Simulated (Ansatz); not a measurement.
**BH₄NO (SMILES NBO): functionals against CCSD(T) at one geometry**

One table from this session's results is given with a row withheld; the runs are named, their logs left out.

The runs use Ansatz 0.2.0, Gaussian basis; single points in def2-TZVPP.

Cores are frozen in the correlated methods.

### The starting structure

SMILES `NBO`, 7 atoms, charge 0, spin multiplicity 1.

Atoms are counted from 1 here; the program's logs count them from 0.

Bond lengths: N1–B2 1.379 Å, N1–H4 0.884 Å, N1–H5 1.034 Å, B2–O3 1.464 Å, B2–H6 1.179 Å, O3–H7 0.889 Å. Angles: B2–N1–H4 125.5°, B2–N1–H5 119.3°, H4–N1–H5 115.1°, N1–B2–O3 115.3°, N1–B2–H6 129.9°, O3–B2–H6 114.9°, B2–O3–H7 111.4°.

Geometry (Å):

```csv
atom,x (Å),y (Å),z (Å)
N1,-0.95870,0.15080,-0.45100
B2,0.25180,0.22610,0.20460
O3,1.06910,-0.98770,0.14870
H4,-1.28260,-0.56790,-0.85020
H5,-1.55210,0.99550,-0.51780
H6,0.71850,1.10950,0.82990
H7,1.82040,-0.89470,0.61490
```

The first run:

Input file run/in.yaml:

```yaml
crystal:
  periodic: [false, false, false]
  atoms:
    - {symbol: N, position_ang: [-0.958700, 0.150800, -0.451000]}
    - {symbol: B, position_ang: [0.251800, 0.226100, 0.204600]}
    - {symbol: O, position_ang: [1.069100, -0.987700, 0.148700]}
    - {symbol: H, position_ang: [-1.282600, -0.567900, -0.850200]}
    - {symbol: H, position_ang: [-1.552100, 0.995500, -0.517800]}
    - {symbol: H, position_ang: [0.718500, 1.109500, 0.829900]}
    - {symbol: H, position_ang: [1.820400, -0.894700, 0.614900]}
basis:
  gaussian: {orbitals: def2-TZVPP}
correlation: {method: ccsd_t}
output: {forces: true}
```

The command line of these runs was not kept.

Steps of the session up to this table: CCSD(T)/def2-TZVPP; PBE0-D4/def2-TZVPP; wB97M-V/def2-TZVPP; r2SCAN-D4/def2-TZVPP; PBE-D4/def2-TZVPP; revPBE-D4/def2-TZVPP; B97M-V/def2-TZVPP.

One of the session's tables, all rows but one given; the rest of the session is left out.

```
   method  RMS force component (eV/Å)  angle to CCSD(T) forces (°)  dipole (D)
  CCSD(T)                       3.320                    reference        1.38
  PBE0-D4                       3.345                          2.1        1.36
  wB97M-V                       3.316                          1.3        1.37
r2SCAN-D4                       3.321                          1.3        1.32
   PBE-D4                       3.404                          3.1        1.27
revPBE-D4                       3.383                          3.3        1.26
   B97M-V                           ?                            ?           ?
```

**Question.** Estimate the row for B97M-V.

**Answer.** RMS force component (eV/Å): 3.265; angle to CCSD(T) forces (°): 2.6; dipole (D): 1.30. In the column «RMS force component (eV/Å)» it is the lowest.
